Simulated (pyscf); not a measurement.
Structures and frequencies: ωB97X-D3(BJ)/def2-SVP in PySCF.

**Question.** PBE/def2-TZVP puts the barrier of `[OH][Ge]([F])([F])[F]` + `[H][H]` -> `[F][GeH]([F])[F]` + `[OH2]` (four-centre exchange; singlet surface; Ge–O, H–H broken, Ge–H, H–O formed) at 148.2 kJ/mol and the reaction energy at +10.3 kJ/mol, from the separated reactants. What do r²SCAN/def2-TZVP, M06-2X/def2-TZVP, ωB97M-D3(BJ)/def2-TZVP give on the same structures?

**Answer.** r²SCAN: ΔE‡ = 159.8 kJ/mol, ΔE = +21.9 kJ/mol; M06-2X: ΔE‡ = 183.4 kJ/mol, ΔE = +34.5 kJ/mol; ωB97M-D3(BJ): ΔE‡ = 173.1 kJ/mol, ΔE = +12.3 kJ/mol. PBE's barrier lies under all of them, by 11.6 to 35.1 kJ/mol. Its reaction energy lies under all of them, by 1.9 to 24.1 kJ/mol. On the product side the descent ends in a bound adduct (not fully relaxed), 38.6 kJ/mol under the separated species and 197.4 kJ/mol under the saddle at ωB97X-D3(BJ)/def2-TZVP. One saddle was located; it need not be the lowest between these sides. Elements up to Kr have no core potential and no relativistic terms here.
